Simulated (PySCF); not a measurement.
**Checking a proposed structure**

A compound C4H8O2 gives the data below (simulated from a calculation) and was assigned the structure `CC(C)OC=O`.

13C{1H} NMR (computed): δ 71.2 (CH2, 4C).

1H NMR (400 MHz, computed): δ 3.71 (s, 8H).

- GFN2-xTB structure
- PBE0/pcSseg-1 with gauge-including orbitals
- program: PySCF 2.14
- relativity neglected, averaged over atoms made equivalent by symmetry, fast rotation or ring inversion, one computed conformer, isolated molecule

Referencing at the same level of theory: TMS for 1H (σ = 31.72 ppm), 13C (σ = 186.93 ppm).

Question: Compare with the shifts computed for the proposed structure, pairing carbons in order of shift.

Answer: Mapped SMILES: `[CH3:1][CH:2]([CH3:3])[O:4][CH:5]=[O:6]` (H(Xn): hydrogen on atom n).

```csv
atom,computed for proposal,given list,difference
C5,165.3,71.2,+94.1
C2,69.6,71.2,-1.6
C1,23.5,71.2,-47.7
C3,23.5,71.2,-47.7
```

The rms difference is 57.9 ppm and the largest +94.1 ppm at C5 (ester carbonyl carbon). The proposal also would give 3 carbon signals, not 1. The carbon types in order of shift don't match either: CH, CH, CH3, CH3 for the proposal against CH2, CH2, CH2, CH2 in the data. The proposal doesn't fit.

Question: Which isomer fits?

Answer: 1,4-dioxane.

- Carbon types of the structure: 4 × CH2, which accounts for all hydrogens.
- δC 71.2: sp3 CH2 bonded to O; deshielded by the electronegative neighbour.
- δH 3.71: hydrogen on an sp3 CH2 bonded to O; its carbon carries O, which withdraws density.

This is the structure that produced the data.

Shifts are as computed. Against solution values, carbons near 30 ppm lie about +3 ppm off and those near 130 ppm about +5 ppm. Of 1211 compounds with measured shifts, 218 miss one by over three times the rms of a fit or turn the order of signals round; such compounds aren't used in these exercises.
